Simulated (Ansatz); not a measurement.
Compare A (`CC(=N)S`) with its isomer B (`C=C(N)S`).

Program: Ansatz. Geometries: PBE0-D4/def2-TZVP. ΔE: electronic, gas phase. CCSD(T)/CBS is the MP2 limit (def2-TZVPP, def2-QZVPP) plus CCSD(T) − MP2 in def2-TZVPP, frozen cores. Functionals use def2-TZVPP. One conformer a species, not always the lowest.

**Question.** Which is lower in electronic energy at CCSD(T)/CBS, and by how much? (Best estimate.)

**Answer.** Computed: A, by 7.7 kcal/mol.

**Question.** Give E(B) − E(A) in kcal/mol with LDA (SPW92), CCSD(T)/def2-TZVPP, B2PLYP, PBE-D4, HF/def2-TZVPP, BLYP-D4, CCSD(T)/def2-SVP. (Estimate.)

**Answer.** Computed: LDA (SPW92) 5.0, CCSD(T)/def2-TZVPP 8.5, B2PLYP 7.9, PBE-D4 7.7, HF/def2-TZVPP 8.1, BLYP-D4 8.1, CCSD(T)/def2-SVP 9.9. None reverses the order clearly.

**Question.** Does the order hold for the free energy at 298.15 K (harmonic terms from PBE0-D4)? (Estimate.)

**Answer.** Ansatz gave: Yes: G(B) − G(A) = +8.1 kcal/mol, for one conformer each.

Largest T1 diagnostic: 0.013.

At CCSD(T), def2-SVP lies +2.2 kcal/mol from the extrapolated value and def2-TZVPP +0.8 kcal/mol. From r2SCAN to r2SCAN0 (25 % exact exchange), in def2-TZVPP and without D4, E(B) − E(A) moves by −0.8 kcal/mol.
